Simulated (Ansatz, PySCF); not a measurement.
Bond stretch in LiH, singlet.

RKS-B3LYP/6-31G* = restricted B3LYP/6-31G*, spherical d (PySCF); RKS-PBE = restricted PBE/aug-cc-pVDZ in Ansatz (a program for electronic structure); UHF/STO-3G = unrestricted Hartree-Fock/STO-3G (PySCF 2.14.0); FCI = Ansatz with full CI/aug-cc-pVDZ, frozen core.

Energies relative to the lowest point of each curve near equilibrium, in mEh:

| R / Å | RKS-B3LYP/6-31G* | RKS-PBE | UHF/STO-3G |
|---|---|---|---|
| 1.20 | 34.8 | 32.2 | 27.7 |
| 1.26 | 23.6 | 21.7 | 16.9 |
| 1.34 | 12.9 | 11.7 | 7.2 |
| 1.45 | 4.1 | 3.6 | 0.8 |
| 1.54 | 0.8 | 0.7 | 0.2 |
| 1.60 | 0.0 | 0.0 | 1.5 |
| 1.75 | 1.6 | 1.6 | 9.5 |
| 2.00 | 11.2 | 10.5 | 32.5 |
| 2.13 | 17.9 | 16.6 | 45.2 |
| 2.41 | 33.6 | 30.8 | 61.4 |
| 2.88 | 59.1 | 53.3 | 73.6 |
| 6.40 | 135.7 | 111.8 | 81.3 |

Question: Predict the corresponding FCI column.

Answer: 1.20: 33.7; 1.26: 22.8; 1.34: 12.4; 1.45: 4.0; 1.54: 0.8; 1.60: 0.0; 1.75: 1.4; 2.00: 10.1; 2.13: 16.1; 2.41: 30.2; 2.88: 52.2; 6.40: 85.9 (mEh).

The restricted form behind RKS-B3LYP/6-31G*, RKS-PBE keeps the bonding electrons paired and can't separate into open-shell fragments. The unrestricted determinant behind UHF/STO-3G is spin-contaminated at 2.13 to 6.40 Å (<S²> up to 1.0, against 0.00 for a pure singlet).
